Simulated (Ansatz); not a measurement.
System: α-N2. Method: PBE0 (PAW; Ansatz, a program for electronic structure).

Numerical settings: plane-wave cutoff 460 eV, 4×4×4 k mesh, Fermi–Dirac smearing 0.01 eV, scalar-relativistic PAW data made under PBE.

Cell (relaxed at this level):

N is modelled in the cubic space group Pa-3 (No. 205), Pearson symbol cP8. Cell: a = 6.190 Å, b = 6.190 Å, c = 6.190 Å, α = 90.00°, β = 90.00°, γ = 90.00°. N on 8c is surrounded by 1 N at 1.088 Å. (Neighbours: up to the widest gap in distance over summed covalent radii, below 1.35, at either atom.)

**Question.** Predict the band gap and smallest direct gap on the k points sampled.

**Answer.** 
- band gap: 11.00 eV (on the SCF k mesh)
- smallest direct gap on the k points sampled: 11.01 eV

Note: the cell comes from a level without a dispersion term, which matters for the spacing of layers, chains or molecules.

Computed values are for the static lattice.
